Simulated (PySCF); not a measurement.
Gas-phase reaction: Al(OH)3 + 2 H = AlOH + 2 H2O

Computed with PySCF (xtb for GFN2) and rigid-rotor harmonic-oscillator thermochemistry at 1 bar. † marks an energy on the PBE0/def2-TZVP geometry and frequencies; other levels use their own. MP2 freezes the core. Open shells (unrestricted): H (multiplicity 2); the rest are closed-shell singlets. GFN2 has no spin-polarisation term. B3LYP is the form with VWN-RPA correlation. Al(OH)3: computed as isolated molecules; such fragments, hydroxides, amides, oligomers or adducts are transient or little studied in the gas. MP2 isn't extrapolated to the basis-set limit.

```
level              ΔH°(298 K), kJ
-----------------  --------------
B3LYP/def2-TZVP†                ?
BLYP/def2-TZVP†              -125
GFN2-xTB                        ?
MP2/def2-SVP†                   ?
PBE/def2-SVP                    ?
PBE0/def2-SVP†                -90
r2SCAN/def2-TZVP†             -71
LDA/def2-TZVP†               -120
```

Fill in the missing entries.


- B3LYP/def2-TZVP†, ΔH°(298 K), kJ: -117
- GFN2-xTB, ΔH°(298 K), kJ: -80
- MP2/def2-SVP†, ΔH°(298 K), kJ: -51
- PBE/def2-SVP, ΔH°(298 K), kJ: -91
